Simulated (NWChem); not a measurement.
Species: hydroxide (OH anion); SMILES [OH-]

Program: NWChem. Pople sets run with spherical d functions. Sets without diffuse functions describe the anion's extra electron poorly. The geometry was optimised at B3LYP/def2-SVPD. The highest occupied level is positive in some or all of these runs, so the extra electron may be held by the finite basis. Level TPSS/6-31G*: energy and gradient; each run changes one setting, and changes count from the defaults (medium grid, exact Coulomb integrals, symmetry on).

**Question.** Which setting moves the energy most, and by about how much (Coulomb fitting, Ahlrichs set; tight SCF thresholds and tolerances; defaults; symmetry off)?

**Answer.** Coulomb fitting, Ahlrichs set, by about 100 μHa.
| setting | size of the energy change (μHa) | largest change of a gradient component (μHa/bohr) |
|---|---|---|
| defaults | < 10 | < 30 |
| Coulomb fitting, Ahlrichs set | 100 | 60 |
| tight SCF thresholds and tolerances | < 10 | < 30 |
| symmetry off | < 10 | other frame |
